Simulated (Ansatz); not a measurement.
# Si2H5 (doublet): wave-function methods side by side, cc-pVDZ

An exercise on one series of results from a longer session: the logs are not shown, and one member is left open.

Method: cc-pVDZ, core rule «outside noble gas», up to 10 orbitals frozen; program: Ansatz 0.2.0, Gaussian basis.

The runs, in order: UHF; CCSD(T) on ROHF; CCSD(T) on UHF; BCCD(T) on ROHF; CISD; CCSDT(Q) on ROHF; CCSDT(Q) on UHF.

4 further runs of the same task are left out: 4 set aside as unsound or not needed.

## The geometry

The geometry is a PBE0/def2-TZVP stationary point (not a proven minimum).

7 atoms, charge 0, spin multiplicity 2.

Atoms are counted from 1 here; the program's logs count them from 0.

Bond lengths: Si1–Si2 2.326 Å, Si1–H3 1.487 Å, Si1–H4 1.487 Å, Si1–H5 1.490 Å, Si2–H6 1.489 Å, Si2–H7 1.489 Å. Angles: Si2–Si1–H3 109.0°, Si2–Si1–H4 109.0°, Si2–Si1–H5 112.8°, H3–Si1–H4 109.0°, H3–Si1–H5 108.5°, H4–Si1–H5 108.5°, Si1–Si2–H6 114.6°, Si1–Si2–H7 114.6°, H6–Si2–H7 109.9°.

The first run:

in.yaml

```yaml
crystal:
  periodic: [false, false, false]
  atoms:
    - {symbol: Si, position_ang: [-0.030510, 0.000000, 1.138318]}
    - {symbol: Si, position_ang: [0.069566, 0.000000, -1.185054]}
    - {symbol: H, position_ang: [0.662773, -1.210670, 1.652385]}
    - {symbol: H, position_ang: [0.662773, 1.210671, 1.652384]}
    - {symbol: H, position_ang: [-1.427985, 0.000001, 1.655104]}
    - {symbol: H, position_ang: [-0.492916, -1.218619, -1.828798]}
    - {symbol: H, position_ang: [-0.492916, 1.218618, -1.828799]}
basis:
  gaussian: {orbitals: cc-pVDZ}
magnetization: {spin_polarized: true, initial_magnetization: 1}
hamiltonian: {xc: hf}
output: {orbitals: {seedname: orbitals}}
```

On the command line:

```sh
$ ansatz run in.yaml --threads 1 --pin off --events-out ev --progress --plain --max-ram 2816MiB --backend cpu
```

Among the steps run: UHF; CCSD(T) on ROHF; CCSD(T) on UHF; BCCD(T) on ROHF; CISD; CCSDT(Q) on ROHF; CCSDT(Q) on UHF.

One of the session's tables, all rows but one given; the rest of the session is left out.

| method | from UCCSDT(Q) (meV) |
| --- | --- |
| ROHF | +6787.3 |
| UHF | +6729.8 |
| RMP2 | +1497.9 |
| UMP2 | +1493.2 |
| CISD | +799.3 |
| RCCSD | ? |
| UCCSD | +194.6 |
| RCCSD(T) | +39.6 |
| UCCSD(T) | +39.3 |
| BCCD(T) | +38.7 |
| RCCSDT | +6.2 |
| UCCSDT | +5.9 |
| RCCSDT(Q) | +0.4 |
| UCCSDT(Q) | 0 |

Estimate the missing values for RCCSD.

**Answer.** from UCCSDT(Q) (meV): +196.0. In the column «from UCCSDT(Q) (meV)» it lies between UCCSD (+194.6) and CISD (+799.3).

Limits of these values: Restricted and unrestricted rows rest on different reference determinants; where their highest levels disagree by more than a few hundredths of an eV, they describe different states and don't form one ladder.
